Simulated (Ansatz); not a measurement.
A made-up structure of CH₂NSi, doublet:

```json
{"atom": "C1", "x (Å)": "-1.4808", "y (Å)": "-0.2866", "z (Å)": "-0.5886"}
{"atom": "Si2", "x (Å)": "0.0722", "y (Å)": "0.1532", "z (Å)": "0.0102"}
{"atom": "N3", "x (Å)": "1.4155", "y (Å)": "-0.3772", "z (Å)": "0.6497"}
{"atom": "H4", "x (Å)": "1.8883", "y (Å)": "-1.2697", "z (Å)": "0.7921"}
{"atom": "H5", "x (Å)": "2.2345", "y (Å)": "0.1384", "z (Å)": "0.9273"}
```

It is relaxed with PBE-D4/def2-SVP and then PBE0-D4/def2-TZVP (Ansatz 0.2.0). Atoms count as bonded within 1.22 times the sum of their covalent radii (H–H: 0.88 Å). The end point is not checked to be a true minimum.

(1) Does its bonding change? (Judge from chemistry; the calculation decides.)

Answers

(1) By the calculation: No: no bond forms or breaks.

Where it ends: The first stage lowers the energy by 0.70 eV in 6 steps. It ends as CH₂NSi ([C][Si][NH2]):
C1  (-1.240, -0.610, -0.476)
Si2  (0.123, 0.516, -0.001)
N3  (1.454, -0.336, 0.619)
H4  (1.499, -1.339, 0.718)
H5  (2.293, 0.126, 0.930)
(Å)

Labels in which every atom is bracketed show which atoms are joined, not bond orders.

For scale, one of the runs: PBE0-D4/def2-TZVP relaxation, 111 basis functions, launched by `ansatz run in.yaml --threads 2 --pin off --events-out ev --progress --plain --max-ram 4352MiB`. The run took about 83 s on 2 CPU threads of an Arm Neoverse V1 (shared host).
